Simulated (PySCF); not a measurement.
Species: protonated nitrogen molecule, N2H (charge +1).
Bonds: N1–N2 (triple). Hydrogens: H3 on N2.

Computed with PySCF at wB97X-D/pcSseg-2, non-relativistic, on one gas-phase PBE0-D3(BJ)/def2-TZVP geometry that isn't relaxed in the solvent. The solvent is an IEF-PCM continuum (van der Waals radii × 1.2). Only the electrostatic response of the medium enters.

Gas phase at wB97X-D/pcSseg-2: HOMO -24.36 eV, LUMO -8.08 eV.

**Question.** What does the continuum do to the energy and the frontier levels at wB97X-D/pcSseg-2 in chloroform?

**Answer.** 
```json
{"solvent": "chloroform", "ε": "4.711", "E(solvent) − E(gas) (kcal/mol)": "-66.04", "polarisation term (kcal/mol)": "-66.63", "distortion of the solute (kcal/mol)": "0.59", "HOMO (eV)": "-19.28", "LUMO (eV)": "-2.81"}
```

The first energy column is the sum of the next two and covers electrostatics alone.

**Question.** Which radius a makes Born's formula ΔE = −(q²/2a)(1 − 1/ε) give the value in chloroform?

**Answer.** a = q²(1 − 1/ε)/(2|ΔE|) = 1.98 Å, with q = +1 e and |ΔE| = 0.1052 Eh; the farthest nucleus lies 1.07 Å from the centroid of the nuclei. The formula assumes a point charge at the centre of a sphere.

Note: wB97X-D ran without an empirical dispersion term, which enters the total energy and its gradient alone.
